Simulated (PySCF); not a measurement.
Coordinates in bohr (charge 0 multiplicity 1):
```
Si   -1.5827    0.0000   -1.4445
H    -3.6576    0.0000    0.5671
Cl    1.3724    0.0000    1.1396
```

Method: PySCF, PBE0, basis Si def2-TZVP, H def2-TZVP, Cl def2-TZVP (no relativity, density fitting).

This geometry of SiHCl is a stationary point at this level.

Problem. What is the point group?

Solution. Cs.

Problem. Is it a minimum?

Solution. Yes: all harmonic wavenumbers are real.

Problem. List the harmonic modes with their infrared intensities.

Solution. 
| symmetry | ω (cm⁻¹) | IR (km/mol) | type |
| --- | --- | --- | --- |
| a' | 527 | 102 | stretch |
| a' | 812 | 46.6 | bend |
| a' | 2019 | 270 | stretch |

Problem. What are the dipole moment and the gap between the highest occupied and lowest empty levels?

Solution. 0.97 D and 4.02 eV.

Problem. Give the atomic charges and bond orders.

Solution. 
| atom | Mulliken | Löwdin | polar tensor | Mayer order to Si1 |
| --- | --- | --- | --- | --- |
| Si1 | 0.24 | -0.10 | 0.72 | – |
| H2 | -0.02 | -0.07 | -0.21 | 0.93 |
| Cl3 | -0.22 | 0.17 | -0.51 | 1.22 |

Other isomers or separated fragments may lie lower.
